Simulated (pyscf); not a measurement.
# Addition across a multiple bond or ene-type step: `[O]=[Zr]([F])[F]` + `[NH3]` → `[NH2][Zr]([OH])([F])[F]`

Gas phase, singlet surface, charge 0. Bonds broken: N5–H6. Bonds formed: O1–H6, Zr2–N5. Optimised with ωB97X-D3(BJ)/def2-SVP in PySCF.

Transition state (Å):

```xyz
8

O     -0.2506     1.4707     1.1320
Zr     0.2508     0.3543    -0.2428
F      2.1325    -0.0632    -0.2879
F     -0.5748     0.7601    -1.9366
N     -0.9718    -0.8827     1.1069
H     -0.8050     0.4035     1.4846
H     -1.9345    -1.1473     0.9009
H     -0.5811    -1.5716     1.7486
```

One imaginary mode, 1663i cm⁻¹; descent along it reached the two sides named, in the forms told below.

```csv
bond,change,reactant side (Å),saddle,product side
N5–H6,breaks,1.023,1.351,4.0
O1–H6,forms,3.0,1.253,0.957
Zr2–N5,forms,2.360,2.202,2.028
```

Electronic energies relative to the separated reactants (eV):

```json
[
 {"level": "ωB97X-D3(BJ)/def2-TZVP", "barrier": "-0.93", "reaction energy": "-2.59", "reverse barrier": "1.66"},
 {"level": "PBE/def2-TZVP", "barrier": "-0.89", "reaction energy": "-2.26", "reverse barrier": "1.37"},
 {"level": "r²SCAN/def2-TZVP", "barrier": "-0.95", "reaction energy": "-2.46", "reverse barrier": "1.51"},
 {"level": "B3LYP-D3(BJ)/def2-TZVP", "barrier": "-0.86", "reaction energy": "-2.48", "reverse barrier": "1.62"},
 {"level": "PBE0-D3(BJ)/def2-TZVP", "barrier": "-0.94", "reaction energy": "-2.48", "reverse barrier": "1.54"},
 {"level": "M06-2X/def2-TZVP", "barrier": "-0.91", "reaction energy": "-2.60", "reverse barrier": "1.70"},
 {"level": "ωB97M-D3(BJ)/def2-TZVP", "barrier": "-0.80", "reaction energy": "-2.46", "reverse barrier": "1.66"}
]
```

With ωB97M-D3(BJ)/def2-TZVP energies and thermal terms (ideal gas, 1 atm, RRHO with modes under 100 cm⁻¹ raised to 100, one conformer, R ln 2 for chiral ones without a mode under 150 cm⁻¹), in eV:

| T (K) | ΔH‡ | ΔG‡ | ΔH | ΔG |
|---|---|---|---|---|
| 298 | -0.89 | -0.41 | -2.47 | -2.05 |
| 600 | -0.87 | 0.07 | -2.40 | -1.66 |
| 900 | -0.83 | 0.53 | -2.33 | -1.31 |
| 1200 | -0.80 | 0.98 | -2.27 | -0.98 |

On the reactant side the descent ends in an adduct with a N–Zr contact, 1.90 eV under the separated species and 0.97 eV under the saddle at ωB97X-D3(BJ)/def2-TZVP. At ωB97X-D3(BJ)/def2-TZVP, PBE, r²SCAN, B3LYP-D3(BJ), PBE0-D3(BJ), M06-2X, ωB97M-D3(BJ) the saddle lies under the separated reactants, which points to a path from their complex (located at ωB97X-D3(BJ) alone). What is counted as formed (N–Zr) is already present as a longer contact in the reactant adduct; forming that adduct is a step of its own. At the saddle there is also a short H–Zr contact that neither side keeps. One saddle was located; it need not be the lowest between these sides. Elements past Kr carry the def2 core potentials, without spin-orbit coupling.
